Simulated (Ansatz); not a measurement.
**Cs₂SnI₆ (Fm-3m, No. 225)**

All values below come from HSE06 (Ansatz, a program for electronic structure, PAW).

Run with plane-wave cutoff 460 eV, 4×4×4 k mesh, Fermi–Dirac smearing 0.01 eV, scalar-relativistic PAW data made under PBE.

Cell (relaxed at this level):

```cif
data_Cs2I6Sn
_chemical_formula_sum 'I6 Cs2 Sn1'
_space_group_name_H-M_alt 'P 1'
_space_group_IT_number 1
_cell_length_a 8.44375
_cell_length_b 8.44375
_cell_length_c 8.44375
_cell_angle_alpha 60.000
_cell_angle_beta 60.000
_cell_angle_gamma 60.000
loop_
_space_group_symop_operation_xyz
  'x, y, z'
loop_
_atom_site_label
_atom_site_type_symbol
_atom_site_fract_x
_atom_site_fract_y
_atom_site_fract_z
_atom_site_occupancy
I1 I 0.75988 0.24012 0.24012 1
I2 I 0.24012 0.75988 0.24012 1
I3 I 0.24012 0.75988 0.75988 1
I4 I 0.75988 0.24012 0.75988 1
I5 I 0.24012 0.24012 0.75988 1
I6 I 0.75988 0.75988 0.24012 1
Cs1 Cs 0.25000 0.25000 0.25000 1
Cs2 Cs 0.75000 0.75000 0.75000 1
Sn1 Sn 0.00000 0.00000 0.00000 1
```

```
Quantity                       Result
--------  ---------------------------
band gap  1.16 eV (on the SCF k mesh)
```

Note: the volume lies 8 % above that of the published cell.

Spin–orbit coupling is not included; with these elements it can move the gap by several tenths of an eV or more.

Computing time: around 70 core-minutes (rough).
